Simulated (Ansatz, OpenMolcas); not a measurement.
**How methods differ on SiCl2 (SMILES Cl[Si]Cl)**

The species is SiCl2 (3 atoms), meant as a singlet with charge 0. SMILES: `Cl[Si]Cl`. The shape is that of a GFN2-xTB optimisation.

```jsonl
{"atom": "Si", "x (Å)": "0.0051", "y (Å)": "-0.0069", "z (Å)": "-0.8693"}
{"atom": "Cl", "x (Å)": "1.5816", "y (Å)": "-0.0189", "z (Å)": "0.4441"}
{"atom": "Cl", "x (Å)": "-1.5868", "y (Å)": "0.0259", "z (Å)": "0.4253"}
```

Quantity: the energy change with the Si1–Cl3 bond stretched from 2.052 to 3.078 Å, in eV. The values are calculated.

| level | kind | program | value (eV) | less FCI/STO-3G |
| --- | --- | --- | --- | --- |
| SVWN5/STO-3G (restricted) | LDA | Ansatz | 2.76 | -0.07 |
| revPBE/STO-3G (restricted) | GGA | Ansatz | 2.36 | -0.47 |
| r2SCAN/STO-3G (restricted) | meta-GGA | OpenMolcas | 2.61 | -0.22 |
| B3LYP/STO-3G (restricted) | global hybrid | Ansatz | 2.63 | -0.20 |
| wB97M-V/STO-3G (restricted) | range-separated hybrid | Ansatz | 3.14 | +0.31 |
| MP2/STO-3G (restricted) | perturbation theory | OpenMolcas | 3.05 | +0.22 |
| CCSD(T)/STO-3G (restricted) | coupled cluster or CI | Ansatz | 2.83 | 0.00 |
| FCI/STO-3G | exact in the basis | OpenMolcas | 2.83 | 0.00 |

FCI/STO-3G is exact within its basis and frozen core, so for wave-function methods in that basis the difference is their error; functionals converge differently with the basis, so for them it is only a difference. The first shape isn't each level's own minimum. The values span 2.36 to 3.14 eV. All rows use very small basis sets, so none should be taken for the real molecule's value.
